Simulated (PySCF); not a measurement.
## How the method moves the HOMO and LUMO of `FC1C=C1`

C₃H₃F.
Geometry (PBE0-D3(BJ)/def2-SVP, Å), atoms numbered from 1 in this order:
```
atom  x, y, z in Å
F1     0.7769    0.3355    1.6112
C2    -0.1868    0.0457    0.6760
C3     0.1940   -0.6968   -0.5304
C4    -0.0452    0.5803   -0.6827
H5    -1.1514   -0.0732    1.1898
H6     0.5004   -1.6496   -0.9572
H7    -0.0812    1.4560   -1.3273
```

Basis pcSseg-2 throughout (PySCF), one geometry. Isolated species at its PBE0-D3(BJ)/def2-SVP geometry, gas phase.

Problem. How do the orbital energies, the gap and the dipole change with the method?

Solution. 
```csv
method,kind,HOMO (eV),LUMO (eV),gap (eV),μ (D),SCF cycles
B97-2,global hybrid,-8.15,-0.49,7.66,2.22,12
PBE0,global hybrid,-8.43,-0.45,7.98,2.24,12
mPW1PW91,global hybrid,-8.46,-0.46,8.01,2.24,12
BHandHLYP,global hybrid,-9.49,0.65,10.14,2.36,12
CAM-B3LYP,range-separated hybrid,-9.83,0.68,10.52,2.31,12
wB97X-D,range-separated hybrid,-10.31,1.43,11.74,2.26,12
LC-wPBE,range-separated hybrid,-11.19,1.92,13.12,2.31,12
```

The HOMO spans 3.04 eV, from B97-2 down to LC-wPBE, and the gap runs from 7.66 eV (B97-2) to 13.12 eV (LC-wPBE). Over the methods B97-2 (21 %), PBE0 (25 %), mPW1PW91 (25 %), BHandHLYP (50 %), a straight line through the gap against the share of exact exchange rises by 0.86 eV for each 10 % (correlation coefficient 1.000). The dipole ranges from 2.22 D (B97-2) to 2.36 D (BHandHLYP). This basis has no diffuse functions.

The vertical ΔSCF ionisation energy at CAM-B3LYP/def2-SVPD is 11.09 eV; −ε(HOMO) comes closest to it with LC-wPBE (11.19 eV).
